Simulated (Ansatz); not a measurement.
Total energies of C3H4O, SMILES `C=C=CO`.

```xyz
8

C    -0.717   -0.180   -1.363
C     0.024   -0.168   -0.293
C     0.773   -0.164    0.775
O     0.569    0.569    1.906
H    -1.545   -0.877   -1.477
H    -0.537    0.504   -2.189
H     1.664   -0.777    0.847
H    -0.230    1.094    1.794
```

Total charge 0; spin multiplicity 1. The structure was optimised at the PBE0-D4/def2-TZVP level. It is one conformer, not always the lowest. Basis def2-TZVPP, Ansatz 0.2.0.

RPA on PBE orbitals: Hartree–Fock energy of these orbitals -190.75400 Eh, correlation -1.13254 Eh (frozen core).

```csv
functional,energy without D4 (Eh),D4 term (kJ/mol)
PBE,-191.72071,-10.6
BLYP,-191.89710,-24.0
r2SCAN,-191.84229,-2.6
PBE0,-191.72642,-8.8
r2SCANh,-191.83066,-2.7
r2SCAN0,-191.81415,-3.0
HSE06 (plane-wave form),-191.71648,-8.1
CAM-B3LYP,-191.86070,-8.7
LC-ωPBE,-191.81722,–
PBE-QIDH,-191.69054,–
```

(1) Give the same for LDA (SPW92), revPBE, B97M-V, B3LYP, BHLYP, ωB97X-V, ωB97M-V, B2PLYP. (Best estimate.)

B3LYP takes the VWN-RPA correlation (the form of Gaussian; ORCA's B3LYP/G). HSE06 is the plane-wave form, built on full-range PBE exchange. The double hybrids freeze the cores in their second-order part.

Results:

(1) Ansatz gave: 
```
 functional  energy without D4 (Eh)  D4 term (kJ/mol)
LDA (SPW92)              -190.32736                 –
     revPBE              -191.90031             -37.9
     B97M-V              -191.93135                 –
      B3LYP              -191.95936             -16.9
      BHLYP              -191.83834             -11.6
    ωB97X-V              -191.88564                 –
    ωB97M-V              -191.87500                 –
     B2PLYP              -191.79683                 –
```

LC-ωPBE has ω = 0.4 bohr⁻¹.
